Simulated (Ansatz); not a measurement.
A made-up structure of CH₅AlN, doublet:

```
atom    x (Å)    y (Å)    z (Å)
  C1  -0.6720   1.1761  -0.2517
  N2  -0.0451  -0.0376   0.0109
 Al3   0.8147  -1.5170   0.3291
  H4  -1.3595   1.1391  -1.1082
  H5  -0.4474  -0.1555   0.9408
  H6  -1.1967   1.5958   0.6180
  H7   2.3889  -1.4873   0.1674
  H8  -0.0369  -2.7808   0.7534
```

It is relaxed with PBE-D4/def2-SVP and then PBE0-D4/def2-TZVP (Ansatz 0.2.0). Atoms count as bonded within 1.22 times the sum of their covalent radii (H–H: 0.88 Å). The end point is not checked to be a true minimum.

(1) Does its bonding change? (Judge from chemistry; the calculation decides.)

## Answers

(1) The calculation gives: No: no bond forms or breaks.

Where it ends: The first stage lowers the energy by 1.54 eV in 10 steps. It ends as CH₅AlN ([CH2][NH][AlH2]):
C1  (-0.676, 0.989, -0.159)
N2  (-0.488, -0.198, 0.490)
Al3  (0.775, -1.465, 0.299)
H4  (0.019, 1.278, -0.934)
H5  (-1.194, -0.369, 1.194)
H6  (-1.507, 1.629, 0.099)
H7  (1.890, -1.224, -0.794)
H8  (0.627, -2.707, 1.265)
(Å)

Labels in which every atom is bracketed show which atoms are joined, not bond orders.

For scale, one of the runs: PBE0-D4/def2-TZVP relaxation, 129 basis functions, launched by `ansatz run in.yaml --threads 2 --pin off --events-out ev --progress --plain --max-ram 4352MiB`. Hardware: 2 CPU threads of an Arm Neoverse V1, shared host. Wall time about 29 s.
